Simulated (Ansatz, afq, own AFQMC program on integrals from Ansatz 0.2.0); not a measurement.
**Where AFQMC and coupled cluster stand for BPH3, doublet**

```xyz
5

B     0.0368    0.1111    1.3114
P    -0.0182   -0.0016   -0.5617
H    -0.3341    1.1108    1.8553
H     0.3373   -0.8386    1.9727
H     0.1620   -1.4130   -0.6326
```

Connectivity, by distances: BH2–PH.

Basis cc-pVDZ. Only valence electrons are correlated. Ansatz 0.2.0 and our own AFQMC program on the same integrals; the CISD trial comes from CCSD amplitudes, and released means the phaseless constraint is let go. Error bars are statistical, one sigma.

Determinant: UHF, the one that the program's search chose, which needn't be the lowest solution. The geometry is a point of a scan.

No full CI on the walks' own integrals is used here; CCSDT(Q) serves as the reference and is uncertain by about the last step of the cluster series.

The T1 diagnostic is 0.0171, the weight of the determinant in the CISD state is 0.881 and the ⟨S²⟩ of the determinant is 0.760. The size of the correlated space is 11 electrons in 41 orbitals.

```csv
level,correlation energy (eV)
MP2,-4.9995
CCSD,-6.0719
CCSD(T),-6.2305
```

(1) Estimate where phaseless AFQMC with the Hartree–Fock trial lies against CCSD(T) on the same integrals.

(1) 4.5 ± 5.9 kJ/mol below CCSD(T). The gap is under twice the noise, so this walk alone can't tell the two apart.

Reference: CCSDT(Q), correlation energy -6.267 eV. The released energy is read at 2.40 1/Eh (meV from the phaseless value at times in 1/Eh: -9 ± 14 at 0.24, -6 ± 13 at 0.51, 4 ± 12 at 0.99, -1 ± 16 at 1.62, 6 ± 15 at 2.40).

```csv
level,E − E(reference) (kJ/mol),share of correlation (%)
CCSD(T),3.6,99.41
CCSDT,0.8,99.87
ph-AFQMC/HF,-0.9 ± 5.9,100.15
ph-AFQMC/CISD,0.5 ± 0.9,99.91
released AFQMC,1.1 ± 1.5,99.82
```

Released energies are given only where the last usable release times agree within the noise; a slower fall can still hide under it.
